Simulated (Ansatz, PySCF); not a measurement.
Species: CH₄N, charge 0, multiplicity 2. It need not be the lowest isomer of its formula. 
Coordinates optimised at B3LYP-D3(BJ)/def2-TZVP (Ansatz, an electronic-structure program):
SMILES: [CH2]N
```xyz
6

C      0.1231     0.7206    -0.0043
N     -0.0884    -0.6546     0.0035
H     -0.4969    -1.0305     0.8459
H     -0.5248    -1.0357    -0.8225
H      0.4664     1.1652     0.9184
H      0.4354     1.1594    -0.9407
```
Charge 0, spin multiplicity 2.

Total electronic energies in hartree. Cores are frozen in the correlated levels unless marked. Open shells are spin-unrestricted. No spin-orbit coupling. Non-relativistic unless marked X2C. CBS marks a two-point X^-3 extrapolation of the correlation energy; Hartree-Fock from the larger set. [CCSD(T)-MP2]/basis is that difference in the basis named.

```
level                                                                 program  energy (Eh)
-------------------------------------------------------------  --------------  -----------
HF/def2-TZVPPD                                                         Ansatz    -94.63551
PBE0/6-31G*                                                            Ansatz   (withheld)
PBE0/def2-QZVPP                                                        Ansatz    -95.13300
TPSSh-D3(BJ)/def2-TZVPD                                         PySCF + dftd3    -95.24902
r2SCANh/def2-TZVPD                                                     Ansatz    -95.17932
B2GP-PLYP-D3(BJ)/def2-TZVPD                                    Ansatz + dftd3    -95.13392
MP2/def2-TZVPPD                                                        Ansatz    -95.00647
X2C-CCSD(T)/cc-pVTZ-DK                                                 Ansatz    -95.08167
RI-MP2/CBS(aug-cc-pVTZ,aug-cc-pVQZ)+[CCSD(T)-MP2]/aug-cc-pVTZ          Ansatz     -95.0910
```

Q: What belongs in the gaps?

A: 
- PBE0/6-31G*, energy (Eh): -95.07762
